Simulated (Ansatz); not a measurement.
H, H2 molecule: geometry optimisation

The calculation used DFT, BLYP, plane waves (420 eV) with PAW, scalar-relativistic in Ansatz 0.2.0. The PAW files were generated under PBE, with cores re-solved for the functional.

k-point mesh 1×1×1, Fermi-Dirac smearing 0.01 eV, no spin polarisation. The box is fixed.

Starting structure:

```
H
1.0
    12.00000    0.00000    0.00000
     0.00000   12.30000    0.00000
     0.00000    0.00000   12.60000
H
2
Cartesian
  6.0000 6.1500 5.9250
  6.0000 6.1500 6.6750
```

Q: What is the relaxed bond length?

A: 0.746 Å (start 0.750 Å).
